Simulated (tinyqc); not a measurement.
UKS/PBE in the sto-3g basis, for NH, spin multiplicity 3, step by step (part 2 of 2). Computed by tinyqc, a small Python program that keeps every step (integrals from PySCF). Command: `OMP_NUM_THREADS=1 python tinyqc.py 30476 30477 out.jsonl` (the two numbers bound the seeds that draw the settings). One thread of a shared host (Intel(R) Xeon(R) Processor @ 2.60GHz), about 2 s of CPU time with the checks.

Geometry (angstrom):
```
atom         x         y         z
N     0.000000  0.000000  0.000000
H     0.000000  0.000000  1.618000
```

## Iteration 2: DIIS over 2 matrices

error matrix X^T (FDS - SDF) X (alpha):
$$\begin{pmatrix}
0.000000 & 0.000912 & 0.000000 & 0.000000 & 0.001590 & -0.002126 \\
-0.000912 & 0.000000 & 0.000000 & 0.000000 & -0.145334 & 0.048062 \\
0.000000 & 0.000000 & 0.000000 & 0.000000 & 0.000000 & 0.000000 \\
0.000000 & 0.000000 & 0.000000 & 0.000000 & 0.000000 & 0.000000 \\
-0.001590 & 0.145334 & 0.000000 & 0.000000 & 0.000000 & -0.255009 \\
0.002126 & -0.048062 & 0.000000 & 0.000000 & 0.255009 & 0.000000
\end{pmatrix}$$

B (overlaps of the stored error matrices):
$$\begin{pmatrix}
1.3483905e-01 & -1.3366065e-01 \\
-1.3366065e-01 & 3.3079680e-01
\end{pmatrix}$$

Minimise |sum c_i e_i|^2 with sum c_i = 1: solve [B -1; -1 0][c; lambda] = [0; -1] with B_ij = tr e_i^T e_j summed over both spins, and take F = sum c_i F_i.

DIIS coefficients: [0.633676, 0.366324]

extrapolated F(alpha) (hartree), order 1N 1s, 1N 2s, 1N 2px, 1N 2py, 1N 2pz, 2H 1s:
$$\begin{pmatrix}
-13.532015 & -3.514225 & 0.000000 & 0.000000 & 0.000760 & -0.222615 \\
-3.514225 & -1.382022 & 0.000000 & 0.000000 & -0.019435 & -0.212777 \\
0.000000 & 0.000000 & -0.049832 & 0.000000 & 0.000000 & 0.000000 \\
0.000000 & 0.000000 & 0.000000 & -0.049832 & 0.000000 & 0.000000 \\
0.000760 & -0.019435 & 0.000000 & 0.000000 & -0.012572 & -0.135996 \\
-0.222615 & -0.212777 & 0.000000 & 0.000000 & -0.135996 & -0.121142
\end{pmatrix}$$

extrapolated F(beta) (hartree), order 1N 1s, 1N 2s, 1N 2px, 1N 2py, 1N 2pz, 2H 1s:
$$\begin{pmatrix}
-13.506250 & -3.496064 & 0.000000 & 0.000000 & 0.000704 & -0.221583 \\
-3.496064 & -1.261350 & 0.000000 & 0.000000 & -0.022121 & -0.201951 \\
0.000000 & 0.000000 & 0.107289 & 0.000000 & 0.000000 & 0.000000 \\
0.000000 & 0.000000 & 0.000000 & 0.107289 & 0.000000 & 0.000000 \\
0.000704 & -0.022121 & 0.000000 & 0.000000 & 0.038236 & -0.131593 \\
-0.221583 & -0.201951 & 0.000000 & 0.000000 & -0.131593 & -0.115058
\end{pmatrix}$$

## Iteration 2: diagonalisation and new density

X, order 1N 1s, 1N 2s, 1N 2px, 1N 2py, 1N 2pz, 2H 1s:
$$\begin{pmatrix}
1.021897 & -0.123930 & 0.000000 & 0.000000 & -0.002278 & 0.011683 \\
-0.123930 & 1.038694 & 0.000000 & 0.000000 & 0.018043 & -0.108909 \\
0.000000 & 0.000000 & 1.000000 & 0.000000 & 0.000000 & 0.000000 \\
0.000000 & 0.000000 & 0.000000 & 1.000000 & 0.000000 & 0.000000 \\
-0.002278 & 0.018043 & 0.000000 & 0.000000 & 1.019037 & -0.115408 \\
0.011683 & -0.108909 & 0.000000 & 0.000000 & -0.115408 & 1.035526
\end{pmatrix}$$

Diagonalise F' = X^T F X, C = X C', fill 5 alpha and 3 beta electrons from the bottom; D(s) = C_occ C_occ^T. Each column has its largest component positive (the first on a tie).

F' = X^T F X (alpha) (hartree):
$$\begin{pmatrix}
-13.266978 & -1.872628 & 0.000000 & 0.000000 & -0.006240 & 0.006628 \\
-1.872628 & -0.753645 & 0.000000 & 0.000000 & 0.002087 & -0.104862 \\
0.000000 & 0.000000 & -0.049832 & 0.000000 & 0.000000 & 0.000000 \\
0.000000 & 0.000000 & 0.000000 & -0.049832 & 0.000000 & 0.000000 \\
-0.006240 & 0.002087 & 0.000000 & 0.000000 & 0.017138 & -0.131518 \\
0.006628 & -0.104862 & 0.000000 & 0.000000 & -0.131518 & -0.064745
\end{pmatrix}$$

orbital energies (alpha) (hartree): MO1 -13.541217, MO2 -0.505919, MO3 -0.142244, MO4 -0.049832, MO5 -0.049832, MO6 0.121150

coefficients C (alpha), order 1N 1s, 1N 2s, 1N 2px, 1N 2py, 1N 2pz, 2H 1s:
$$\begin{pmatrix}
0.993161 & -0.259330 & 0.068074 & 0.000000 & 0.000000 & -0.038978 \\
0.027824 & 0.985876 & -0.307915 & 0.000000 & 0.000000 & 0.197214 \\
0.000000 & 0.000000 & 0.000000 & 0.999344 & -0.036223 & 0.000000 \\
0.000000 & 0.000000 & 0.000000 & 0.036223 & 0.999344 & 0.000000 \\
0.000734 & 0.046703 & 0.543589 & 0.000000 & 0.000000 & 0.868571 \\
-0.003604 & 0.142821 & 0.728732 & 0.000000 & 0.000000 & -0.739033
\end{pmatrix}$$

F' = X^T F X (beta) (hartree):
$$\begin{pmatrix}
-13.242827 & -1.871703 & 0.000000 & 0.000000 & -0.005986 & 0.006244 \\
-1.871703 & -0.630185 & 0.000000 & 0.000000 & 0.000644 & -0.106773 \\
0.000000 & 0.000000 & 0.107289 & 0.000000 & 0.000000 & 0.000000 \\
0.000000 & 0.000000 & 0.000000 & 0.107289 & 0.000000 & 0.000000 \\
-0.005986 & 0.000644 & 0.000000 & 0.000000 & 0.068840 & -0.133107 \\
0.006244 & -0.106773 & 0.000000 & 0.000000 & -0.133107 & -0.059692
\end{pmatrix}$$

orbital energies (beta) (hartree): MO1 -13.514733, MO2 -0.396058, MO3 -0.112288, MO4 0.107289, MO5 0.107289, MO6 0.159214

coefficients C (beta), order 1N 1s, 1N 2s, 1N 2px, 1N 2py, 1N 2pz, 2H 1s:
$$\begin{pmatrix}
0.993472 & -0.249444 & 0.094723 & 0.000000 & 0.000000 & -0.039912 \\
0.026618 & 0.946286 & -0.413636 & 0.000000 & 0.000000 & 0.197913 \\
0.000000 & 0.000000 & 0.000000 & 0.019620 & 0.999808 & 0.000000 \\
0.000000 & 0.000000 & 0.000000 & 0.999808 & -0.019620 & 0.000000 \\
0.000705 & 0.072843 & 0.478548 & 0.000000 & 0.000000 & 0.904307 \\
-0.003435 & 0.232303 & 0.758405 & 0.000000 & 0.000000 & -0.684453
\end{pmatrix}$$

D(alpha) after iteration 2, order 1N 1s, 1N 2s, 1N 2px, 1N 2py, 1N 2pz, 2H 1s:
$$\begin{pmatrix}
1.058255 & -0.248995 & 0.000000 & 0.000000 & 0.025622 & 0.008991 \\
-0.248995 & 1.067537 & 0.000000 & 0.000000 & -0.121316 & -0.083685 \\
0.000000 & 0.000000 & 1.000000 & 0.000000 & 0.000000 & 0.000000 \\
0.000000 & 0.000000 & 0.000000 & 1.000000 & 0.000000 & 0.000000 \\
0.025622 & -0.121316 & 0.000000 & 0.000000 & 0.297671 & 0.402798 \\
0.008991 & -0.083685 & 0.000000 & 0.000000 & 0.402798 & 0.551461
\end{pmatrix}$$

D(beta) after iteration 2, order 1N 1s, 1N 2s, 1N 2px, 1N 2py, 1N 2pz, 2H 1s:
$$\begin{pmatrix}
1.058182 & -0.248782 & 0.000000 & 0.000000 & 0.027859 & 0.010479 \\
-0.248782 & 1.067260 & 0.000000 & 0.000000 & -0.128995 & -0.093970 \\
0.000000 & 0.000000 & 0.000000 & 0.000000 & 0.000000 & 0.000000 \\
0.000000 & 0.000000 & 0.000000 & 0.000000 & 0.000000 & 0.000000 \\
0.027859 & -0.128995 & 0.000000 & 0.000000 & 0.234315 & 0.379852 \\
0.010479 & -0.093970 & 0.000000 & 0.000000 & 0.379852 & 0.629154
\end{pmatrix}$$

Within a degenerate level the vectors are fixed only up to a rotation; this is one choice.

## Iteration 15 (converged): orbitals

converged F(alpha) (hartree), order 1N 1s, 1N 2s, 1N 2px, 1N 2py, 1N 2pz, 2H 1s:
$$\begin{pmatrix}
-13.774616 & -3.567100 & 0.000000 & 0.000000 & -0.006383 & -0.226070 \\
-3.567100 & -1.511928 & 0.000000 & 0.000000 & -0.033382 & -0.226899 \\
0.000000 & 0.000000 & -0.173527 & 0.000000 & 0.000000 & 0.000000 \\
0.000000 & 0.000000 & 0.000000 & -0.173527 & 0.000000 & 0.000000 \\
-0.006383 & -0.033382 & 0.000000 & 0.000000 & -0.154652 & -0.147802 \\
-0.226070 & -0.226899 & 0.000000 & 0.000000 & -0.147802 & -0.130847
\end{pmatrix}$$

converged F(beta) (hartree), order 1N 1s, 1N 2s, 1N 2px, 1N 2py, 1N 2pz, 2H 1s:
$$\begin{pmatrix}
-13.745892 & -3.547026 & 0.000000 & 0.000000 & -0.005960 & -0.224874 \\
-3.547026 & -1.375695 & 0.000000 & 0.000000 & -0.026799 & -0.216234 \\
0.000000 & 0.000000 & -0.008288 & 0.000000 & 0.000000 & 0.000000 \\
0.000000 & 0.000000 & 0.000000 & -0.008288 & 0.000000 & 0.000000 \\
-0.005960 & -0.026799 & 0.000000 & 0.000000 & -0.073386 & -0.145095 \\
-0.224874 & -0.216234 & 0.000000 & 0.000000 & -0.145095 & -0.180381
\end{pmatrix}$$

As before.

F' = X^T F X (alpha) (hartree):
$$\begin{pmatrix}
-13.508941 & -1.882146 & 0.000000 & 0.000000 & -0.011649 & 0.006641 \\
-1.882146 & -0.881417 & 0.000000 & 0.000000 & -0.013767 & -0.103463 \\
0.000000 & 0.000000 & -0.173527 & 0.000000 & 0.000000 & 0.000000 \\
0.000000 & 0.000000 & 0.000000 & -0.173527 & 0.000000 & 0.000000 \\
-0.011649 & -0.013767 & 0.000000 & 0.000000 & -0.128216 & -0.124966 \\
0.006641 & -0.103463 & 0.000000 & 0.000000 & -0.124966 & -0.072891
\end{pmatrix}$$

orbital energies (alpha) (hartree): MO1 -13.783525, MO2 -0.628684, MO3 -0.215284, MO4 -0.173527, MO5 -0.173527, MO6 0.036027

coefficients C (alpha), order 1N 1s, 1N 2s, 1N 2px, 1N 2py, 1N 2pz, 2H 1s:
$$\begin{pmatrix}
0.993308 & -0.262110 & 0.051259 & 0.000000 & 0.000000 & 0.042249 \\
0.027262 & 1.001883 & -0.232060 & 0.000000 & 0.000000 & -0.219240 \\
0.000000 & 0.000000 & 0.000000 & -0.000251 & 1.000000 & 0.000000 \\
0.000000 & 0.000000 & 0.000000 & 1.000000 & 0.000251 & 0.000000 \\
0.001293 & 0.069079 & 0.745446 & 0.000000 & 0.000000 & -0.701158 \\
-0.003635 & 0.089751 & 0.521454 & 0.000000 & 0.000000 & 0.904239
\end{pmatrix}$$

F' = X^T F X (beta) (hartree):
$$\begin{pmatrix}
-13.481944 & -1.881528 & 0.000000 & 0.000000 & -0.012111 & 0.005902 \\
-1.881528 & -0.741872 & 0.000000 & 0.000000 & -0.005098 & -0.102252 \\
0.000000 & 0.000000 & -0.008288 & 0.000000 & 0.000000 & 0.000000 \\
0.000000 & 0.000000 & 0.000000 & -0.008288 & 0.000000 & 0.000000 \\
-0.012111 & -0.005098 & 0.000000 & 0.000000 & -0.044884 & -0.126380 \\
0.005902 & -0.102252 & 0.000000 & 0.000000 & -0.126380 & -0.126216
\end{pmatrix}$$

orbital energies (beta) (hartree): MO1 -13.754027, MO2 -0.501028, MO3 -0.193702, MO4 -0.008288, MO5 -0.008288, MO6 0.053841

coefficients C (beta), order 1N 1s, 1N 2s, 1N 2px, 1N 2py, 1N 2pz, 2H 1s:
$$\begin{pmatrix}
0.993647 & -0.253465 & 0.081173 & 0.000000 & 0.000000 & -0.040087 \\
0.025944 & 0.967114 & -0.360770 & 0.000000 & 0.000000 & 0.200728 \\
0.000000 & 0.000000 & 0.000000 & 0.999999 & -0.001231 & 0.000000 \\
0.000000 & 0.000000 & 0.000000 & 0.001231 & 0.999999 & 0.000000 \\
0.001204 & 0.072605 & 0.539778 & 0.000000 & 0.000000 & 0.869168 \\
-0.003454 & 0.184751 & 0.720398 & 0.000000 & 0.000000 & -0.737911
\end{pmatrix}$$

D(alpha) after iteration 15, order 1N 1s, 1N 2s, 1N 2px, 1N 2py, 1N 2pz, 2H 1s:
$$\begin{pmatrix}
1.057990 & -0.247419 & 0.000000 & 0.000000 & 0.021389 & -0.000406 \\
-0.247419 & 1.058364 & 0.000000 & 0.000000 & -0.103743 & -0.031187 \\
0.000000 & 0.000000 & 1.000000 & 0.000000 & 0.000000 & 0.000000 \\
0.000000 & 0.000000 & 0.000000 & 1.000000 & 0.000000 & 0.000000 \\
0.021389 & -0.103743 & 0.000000 & 0.000000 & 0.560463 & 0.394911 \\
-0.000406 & -0.031187 & 0.000000 & 0.000000 & 0.394911 & 0.279982
\end{pmatrix}$$

D(beta) after iteration 15, order 1N 1s, 1N 2s, 1N 2px, 1N 2py, 1N 2pz, 2H 1s:
$$\begin{pmatrix}
1.058168 & -0.248635 & 0.000000 & 0.000000 & 0.026609 & 0.008217 \\
-0.248635 & 1.066138 & 0.000000 & 0.000000 & -0.124488 & -0.081313 \\
0.000000 & 0.000000 & 0.000000 & 0.000000 & 0.000000 & 0.000000 \\
0.000000 & 0.000000 & 0.000000 & 0.000000 & 0.000000 & 0.000000 \\
0.026609 & -0.124488 & 0.000000 & 0.000000 & 0.296633 & 0.402264 \\
0.008217 & -0.081313 & 0.000000 & 0.000000 & 0.402264 & 0.553118
\end{pmatrix}$$

Within a degenerate level the vectors are fixed only up to a rotation; this is one choice.

## Convergence

Stop when the energy changes by less than 1e-09 hartree and every element of the error matrix X^T (F D S - S D F) X (for each spin) is below 9e-06.

Course of the cycle:
```
iteration   E (hartree)     change  largest element of the error matrix
1          -53.76880276          -                             1.53e-01
2          -53.86107799  -9.23e-02                             2.55e-01
3          -54.30159534  -4.41e-01                             1.58e-01
4          -54.21101937   9.06e-02                             2.39e-01
5          -54.08204379   1.29e-01                             2.61e-01
6          -54.34349683  -2.61e-01                             6.83e-02
7          -54.35083159  -7.33e-03                             3.17e-02
8          -54.35274752  -1.92e-03                             6.73e-03
9          -54.35284958  -1.02e-04                             9.60e-04
10         -54.35285716  -7.58e-06                             4.52e-04
11         -54.35285879  -1.63e-06                             8.91e-05
12         -54.35285882  -2.92e-08                             9.05e-05
13         -54.35285883  -8.03e-09                             5.87e-05
14         -54.35285884  -8.55e-09                             7.04e-06
15         -54.35285884  -2.86e-10                             4.01e-06
```

PySCF UKS in the same basis, fine grid, after a stability check = -54.35629767 hartree

Converged in 15 iterations. The coarse grid moves the energy by +3.44e-03 hartree.

## Populations, bond orders and dipole

overlap S, order 1N 1s, 1N 2s, 1N 2px, 1N 2py, 1N 2pz, 2H 1s:
$$\begin{pmatrix}
1.000000 & 0.235038 & 0.000000 & 0.000000 & 0.000000 & 0.014694 \\
0.235038 & 1.000000 & 0.000000 & 0.000000 & 0.000000 & 0.200931 \\
0.000000 & 0.000000 & 1.000000 & 0.000000 & 0.000000 & 0.000000 \\
0.000000 & 0.000000 & 0.000000 & 1.000000 & 0.000000 & 0.000000 \\
0.000000 & 0.000000 & 0.000000 & 0.000000 & 1.000000 & 0.217836 \\
0.014694 & 0.200931 & 0.000000 & 0.000000 & 0.217836 & 1.000000
\end{pmatrix}$$

Mulliken: Z minus the diagonal of D S on the atom; Loewdin: the same with S^(1/2) D S^(1/2); Mayer order: 2 sum_s sum (D(s) S)_ij (D(s) S)_ji over the two atoms.

Charges (e):
```
atom   Mulliken    Loewdin  Mulliken spin
1N    -0.015736  -0.007430       2.264792
2H     0.015736   0.007430      -0.264792
```

Mayer bond orders:
```
pair     order
2-1   0.929638
```

dipole moment about the origin, x y z (debye): [0.000000, 0.000000, 0.527716]

<S^2> of the determinant (pure state: 2) = 2.066041
